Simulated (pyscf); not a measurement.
# Four-centre exchange: `[O]=[Si]([OH])[OH]` + `[FH]` → `[O]=[Si]([OH])[F]` + `[OH2]`

Gas phase, singlet surface, charge 0. Bonds broken: Si2–O3, F7–H8. Bonds formed: Si2–F7, O3–H8. Structures and frequencies: ωB97X-D3(BJ)/def2-SVP in PySCF. MP2 and CC: frozen core, UHF for open shells. ΔMP2 is the change of the MP2 total energy from the triple- to the quadruple-zeta basis.

Transition state (Å):

```xyz
8

O      0.0221     0.0489     1.6694
Si    -0.6213     0.2867     0.3132
O     -1.0414    -1.1063    -0.6878
O     -1.6328     1.4777    -0.1483
H     -0.9622    -1.9549    -0.2290
H     -2.0799     1.4174    -0.9983
F      0.5982     0.3041    -1.1555
H      0.0308    -0.6056    -1.3031
```

One imaginary mode, 633i cm⁻¹; descent along it reached the two sides named, in the forms told below.

```csv
bond,change,reactant side (Å),saddle,product side
Si2–O3,breaks,1.685,1.766,1.962
F7–H8,breaks,0.947,1.082,2.481
Si2–F7,forms,2.156,1.909,1.631
O3–H8,forms,1.869,1.334,0.971
```

Electronic energies relative to the separated reactants (kcal/mol):

```tsv
level	barrier	reaction energy	reverse barrier
ωB97X-D3(BJ)/def2-TZVP	0.1	-1.2	1.3
PBE/def2-TZVP	-2.1	-2.3	0.2
r²SCAN/def2-TZVP	-2.5	-1.9	-0.7
B3LYP-D3(BJ)/def2-TZVP	0.9	-1.9	2.7
PBE0-D3(BJ)/def2-TZVP	-1.4	-1.1	-0.4
M06-2X/def2-TZVP	-1.4	-0.9	-0.5
ωB97M-D3(BJ)/def2-TZVP	-0.3	-1.7	1.4
HF/def2-TZVP	11.6	-1.5	13.1
MP2/def2-QZVPP	2.0	-1.2	3.2
CCSD/def2-TZVPP	3.7	-1.4	5.1
CCSD(T)/def2-TZVPP	2.2	-1.4	3.5
CCSD(T)/def2-TZVPP + ΔMP2(QZVPP)	2.4	-1.5	3.9
```

With CCSD(T)/def2-TZVPP + ΔMP2(QZVPP) energies and thermal terms (ideal gas, 1 atm, RRHO with modes under 100 cm⁻¹ raised to 100, one conformer, R ln 2 for chiral ones without a mode under 150 cm⁻¹), in kcal/mol:

```json
[
 {"T (K)": "298", "ΔH‡": "1.6", "ΔG‡": "11.1", "ΔH": "-1.3", "ΔG": "-2.6"},
 {"T (K)": "600", "ΔH‡": "1.2", "ΔG‡": "20.9", "ΔH": "-1.7", "ΔG": "-3.7"},
 {"T (K)": "900", "ΔH‡": "1.3", "ΔG‡": "30.8", "ΔH": "-2.2", "ΔG": "-4.6"},
 {"T (K)": "1200", "ΔH‡": "1.7", "ΔG‡": "40.5", "ΔH": "-2.6", "ΔG": "-5.4"}
]
```

On the reactant side the descent ends in an adduct with a F–Si contact, 3.6 kcal/mol under the separated species and 3.7 kcal/mol under the saddle at ωB97X-D3(BJ)/def2-TZVP. On the product side the descent ends in an adduct with a O–Si contact, 26.7 kcal/mol under the separated species and 28.0 kcal/mol under the saddle at ωB97X-D3(BJ)/def2-TZVP. At PBE, r²SCAN, PBE0-D3(BJ), M06-2X, ωB97M-D3(BJ) the saddle lies under the separated reactants, which points to a path from their complex (located at ωB97X-D3(BJ) alone). At r²SCAN, PBE0-D3(BJ), M06-2X the saddle lies under the separated products, which points to a path from their complex (located at ωB97X-D3(BJ) alone). What is counted as formed (F–Si) is already present as a longer contact in the reactant adduct; forming that adduct is a step of its own. What is counted as broken (O–Si) persists as a longer contact in the product adduct; parting that adduct is a step of its own. One saddle was located; it need not be the lowest between these sides. The CCSD(T) − MP2 part came from Ansatz, without density fitting, on the same reference.
